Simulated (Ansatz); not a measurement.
Basis-set series for C2H2FN, SMILES `N#CCF`. Total charge 0; spin multiplicity 1. The structure was optimised at the PBE0-D4/def2-TZVP level.

```csv
functional,basis,functions,energy (Eh),HOMO (eV),LUMO (eV)
PBE0-D4,def2-SVP,66,-231.54356,-9.81,-0.23
PBE0-D4,def2-QZVPP,288,-231.82989,-9.93,-0.64
ωB97M-V,def2-SVP,66,-231.71896,-12.12,2.10
ωB97M-V,def2-QZVPP,288,-232.01317,-12.27,1.29
```

(1) Give the rows for def2-TZVPP. (An estimate is asked.)

## Answers

(1) Computed: 
| functional | basis | functions | energy (Eh) | HOMO (eV) | LUMO (eV) |
| --- | --- | --- | --- | --- | --- |
| PBE0-D4 | def2-TZVPP | 152 | -231.81781 | -9.91 | -0.55 |
| ωB97M-V | def2-TZVPP | 152 | -232.00178 | -12.24 | 1.61 |

Positive LUMOs are unbound and depend on the basis.
